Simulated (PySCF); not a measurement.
Bonds broken one at a time in the series Si Cl-OH. All species are isolated molecules in the gas phase. One relaxed conformer stands for each flexible species; it need not be the lowest. Strings in code marks are SMILES.

The highest occupied spin orbital from two functionals at the same geometries (M06-2X/def2-TZVP), both in PySCF: PBE-D3(BJ)/def2-TZVP and M06-2X/def2-TZVP. 

| species | M06-2X/def2-TZVP (eV) |
|---|---|
| radical fragment (`Cl[Si](Cl)Cl`) | -8.09 |
| radical fragment (`[Cl]`) | -10.90 |
| radical fragment (`[OH]`) | -11.00 |
| radical fragment (`O[Si](Cl)Cl` (H–O–Si–Cl torsion 155°)) | -7.73 |
| radical fragment (`O[Si](O)Cl` (H–O–Si–Cl torsion 103°, Cl–Si–O–H torsion 43°)) | -7.48 |
| radical fragment (`O[Si](O)O`) | -7.00 |

Problem. What does PBE-D3(BJ)/def2-TZVP give for each?

Solution. 
- radical fragment (`Cl[Si](Cl)Cl`): -5.88
- radical fragment (`[Cl]`): -8.04
- radical fragment (`[OH]`): -7.16
- radical fragment (`O[Si](Cl)Cl` (H–O–Si–Cl torsion 155°)): -5.46
- radical fragment (`O[Si](O)Cl` (H–O–Si–Cl torsion 103°, Cl–Si–O–H torsion 43°)): -5.19
- radical fragment (`O[Si](O)O`): -4.67
Over these rows, drawn at random from the members with no instability flagged (it was tested for open shells, ions and some series alone), PBE minus M06-2X: mean +2.63 eV, from +2.21 eV to +3.84 eV.
